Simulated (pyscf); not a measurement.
PySCF, gas phase, ωB97X-D3(BJ)/def2-SVP geometries.

SMILES: [OH][Ta]([Cl])([Cl])([Cl])[Cl]
```xyz
7

O      0.0713    -0.9139     0.7257
Ta    -1.2814    -0.0330    -0.1968
Cl    -1.9231     1.0439     1.7231
Cl     0.2607     0.9304    -1.5933
Cl    -2.9757     1.0765    -1.3518
Cl    -2.2441    -2.0351    -0.7625
H      0.7705    -1.3646     1.2039
```

How much does it cost (ΔH, 298 K, ωB97M-D3(BJ)/def2-TZVP) to split HO–Ta(Cl)(Cl)(Cl)–Cl at its O–Ta bond into OH• + [Cl–Ta(Cl)(Cl)–Cl]•?

O–Ta to OH• + [Cl–Ta(Cl)(Cl)–Cl]•: 96.1 kcal/mol. The 7 functionals that were run give +95.0 (M06-2X) to +102.8 kcal/mol (PBE). The radicals are drawn with the spin at the cut bond; how far it spreads was not checked. Left out: the spin-orbit lowering of OH. Open-shell species with a d-block atom are single-reference here; other states, and whether the spin sits on metal or ligand, were not checked. Elements past Kr carry the def2 core potentials, without spin-orbit coupling.
